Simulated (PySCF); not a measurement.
**Heteronuclear NMR**

Geometry (Å), atoms numbered from 1 in this order:
```xyz
10

F     2.0238   -1.2926   -0.2036
C     0.9243   -0.5716   -0.2084
C     0.2677    0.1237   -1.1425
C    -0.8080    0.5433   -0.1590
C     0.0340   -0.1789    0.9292
F    -0.5942   -1.1825    1.6067
H     0.4457    0.3524   -2.1937
H    -1.7854    0.0564   -0.2963
H    -0.9519    1.6259   -0.0112
H     0.4969    0.5013    1.6654
```

Theoretical values (PySCF 2.14.0 with density-fitted response routines): spin–spin couplings from B3LYP/pcJ-1 (spin–dipole term only in couplings to heteroatoms), σ from GIAO-KT3/pcSseg-2, PBE0-D3(BJ)/def2-SVP structure. Gas phase, a single conformation, non-relativistic Hamiltonian.

**Question.** Predict the 19F NMR data.

**Answer.** 
| atoms | environment | σ (ppm) | δ (ppm) |
| --- | --- | --- | --- |
| F1 | vinylic fluorine | 252.8 | -81.9 |
| F6 | fluorine on an sp3 carbon | 355.0 | -176.3 |

Shieldings were converted by a linear fit to measured shifts: 19F (scatter 8.9 ppm rms vs CFCl3, solution or neat liquid). Occasional misses reach two or three times the rms, and more in compound classes unlike the fitted ones. Couplings are scaled by factors fitted to measured values: 2J(H,H) × 0.91 (rms 0.6 Hz), 3J(H,H) × 0.91 (rms 0.4 Hz, 0.5 with 2 outliers), 1J(C,F) × 0.77 (rms 7.3 Hz), 2J(C,F) × 1.09 (rms 1.9 Hz, 5.0 with 1 outliers), 3J(C,F) × 1.48 (rms 1.3 Hz); all others are unscaled and can be 10–30 % off.

Couplings (the largest are listed; each averaged over equivalent pairs): 1J(F1,C2) = -327.6 Hz, 1J(C5,F6) = -217.5 Hz, 2J(F6,H10) = 64.3 Hz, 2J(F1,C5) = 23.1 Hz, 2J(C4,F6) = 21.2 Hz, 2J(C2,F6) = 20.1 Hz, 2J(F1,C3) = -8.1 Hz, 3J(F1,C4) = 30.4 Hz, 3J(C3,F6) = 23.3 Hz, 3J(F1,H7) = -9.7 Hz, 3J(F6,H8) = 7.3 Hz, 3J(F1,F6) = -6.0 Hz.

On a 300 MHz spectrometer 19F resonates near 282.3 MHz, so 1 ppm is 282.3 Hz.
